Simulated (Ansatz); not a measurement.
Total energies of C2HF2 (`F/[C]=C\F`) radical.

```xyz
5

F     1.023    1.433   -0.670
C     0.124    0.504   -0.745
C    -0.292   -0.380    0.132
F     0.210   -0.455    1.374
H    -1.065   -1.101   -0.092
```

The species carries charge 0 and has multiplicity 2. The structure was optimised at the PBE0-D4/def2-TZVP level. Basis def2-TZVPP, the Gaussian-basis code of Ansatz.

RPA on PBE orbitals: Hartree–Fock energy of these orbitals -275.14058 Eh, correlation -1.20140 Eh (frozen core).

```json
{"functional": "LDA (SPW92)", "energy without D4 (Eh)": "-274.50931", "D4 term (kJ/mol)": "–"}
{"functional": "PBE", "energy without D4 (Eh)": "-276.20211", "D4 term (kJ/mol)": "-5.5"}
{"functional": "revPBE", "energy without D4 (Eh)": "-276.40029", "D4 term (kJ/mol)": "-20.8"}
{"functional": "BLYP", "energy without D4 (Eh)": "-276.44896", "D4 term (kJ/mol)": "-12.7"}
{"functional": "r2SCAN", "energy without D4 (Eh)": "-276.35895", "D4 term (kJ/mol)": "-1.3"}
{"functional": "B97M-V", "energy without D4 (Eh)": "-276.40921", "D4 term (kJ/mol)": "–"}
{"functional": "PBE0", "energy without D4 (Eh)": "-276.20062", "D4 term (kJ/mol)": "-4.5"}
{"functional": "B3LYP", "energy without D4 (Eh)": "-276.48485", "D4 term (kJ/mol)": "-8.8"}
{"functional": "r2SCANh", "energy without D4 (Eh)": "-276.34287", "D4 term (kJ/mol)": "-1.3"}
{"functional": "r2SCAN0", "energy without D4 (Eh)": "-276.31993", "D4 term (kJ/mol)": "-1.5"}
{"functional": "HSE06 (plane-wave form)", "energy without D4 (Eh)": "-276.18868", "D4 term (kJ/mol)": "-4.1"}
{"functional": "BHLYP", "energy without D4 (Eh)": "-276.36180", "D4 term (kJ/mol)": "-5.9"}
{"functional": "CAM-B3LYP", "energy without D4 (Eh)": "-276.39732", "D4 term (kJ/mol)": "-4.4"}
{"functional": "LC-ωPBE", "energy without D4 (Eh)": "-276.31667", "D4 term (kJ/mol)": "–"}
{"functional": "ωB97X-V", "energy without D4 (Eh)": "-276.38745", "D4 term (kJ/mol)": "–"}
{"functional": "ωB97M-V", "energy without D4 (Eh)": "-276.40359", "D4 term (kJ/mol)": "–"}
{"functional": "B2PLYP", "energy without D4 (Eh)": "-276.30840", "D4 term (kJ/mol)": "–"}
{"functional": "PBE-QIDH", "energy without D4 (Eh)": "-276.15509", "D4 term (kJ/mol)": "–"}
```

B3LYP takes the VWN-RPA correlation (the form of Gaussian; ORCA's B3LYP/G). HSE06 is the plane-wave form, built on full-range PBE exchange. The double hybrids freeze the cores in their second-order part.

LC-ωPBE has ω = 0.4 bohr⁻¹.
